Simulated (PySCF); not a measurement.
Two structures of SiNH$_{7}$O, singlet, reached by relaxing down either side of one saddle point (PBE0-D4/def2-TZVP). Energies are electronic, without zero-point energy. Computed with PySCF 2.14 with density fitting (its default auxiliary sets; JK sets also for MP2 and CCSD(T)) (basis: def2-TZVPP and def2-QZVPP); correlated methods freeze the cores. Extrapolation: Hartree–Fock as exp(−7.88 √X), correlation as X^−2.97. First:

Si1  (-1.182, -0.639, -0.250)
N2  (0.300, -0.623, 0.659)
H3  (-2.073, -1.801, 0.032)
H4  (-1.914, 0.607, 0.076)
H5  (-0.817, -0.680, -1.688)
H6  (1.195, 1.078, 0.121)
O7  (1.528, 1.969, -0.083)
H8  (0.226, -0.442, 1.651)
H9  (0.944, -1.387, 0.511)
H10  (1.861, 1.916, -0.980)
(Å)

Second:

```tsv
atom	x (Å)	y (Å)	z (Å)
Si1	-0.6453	0.2476	-0.8428
N2	0.3774	-0.5908	1.3982
H3	-0.8986	-1.2120	-0.9078
H4	-1.4778	0.9274	0.1791
H5	-1.1522	0.7793	-2.1571
H6	1.1491	0.0567	1.4992
O7	0.9604	0.6971	-0.8664
H8	-0.1937	-0.5500	2.2328
H9	0.7640	-1.5236	1.3259
H10	1.1844	1.1652	-1.6724
```

(1) Which bonds change from the first to the second?

(2) Give the saddle point's structure and its height above each. (Judge from chemistry; the value comes from the calculation.)

T1 diagnostic: at most 0.011. The end structure is not quite a true minimum (one mode of 51i cm⁻¹).

Results:

(1) SiNH₅ ([NH2][SiH3]) + H₂O → SiH₄O ([OH][SiH3]) + NH₃; bonds formed: Si1–O7, N2–H6; bonds broken: Si1–N2, H6–O7.

(2) Computed: 111.9 kJ/mol above the first and 142.3 kJ/mol above the second (CCSD(T) at an estimated basis limit (MP2 extrapolated from triple and quadruple zeta, plus CCSD(T) − MP2 in triple zeta)).
```
atom    x (Å)    y (Å)    z (Å)
 Si1  -0.7704   0.0544  -0.3830
  N2   0.4600  -0.7187   0.8112
  H3  -1.7721  -1.0869  -0.3071
  H4  -1.5917   1.1499   0.1841
  H5  -0.4596  -0.0321  -1.8388
  H6   1.0988   0.2522   0.4602
  O7   0.8195   1.2957  -0.2187
  H8   0.1483  -0.7419   1.7749
  H9   0.7741  -1.6449   0.5506
 H10   1.2931   1.4722  -1.0333
```

The step is the kind of ligand exchange by which a precursor binds to a hydroxyl group, or is hydrolysed, in atomic layer deposition of oxides.

Labels in which every atom is bracketed show which atoms are joined, not bond orders.

For scale, one of the runs: CCSD(T)/def2-TZVPP, 202 basis functions, launched by `OMP_NUM_THREADS=4 python run.py`. Time: 6.2 min of wall clock on 4 CPU threads of an Arm Neoverse V1; the host was shared. Peak host memory: 2.5 GiB.
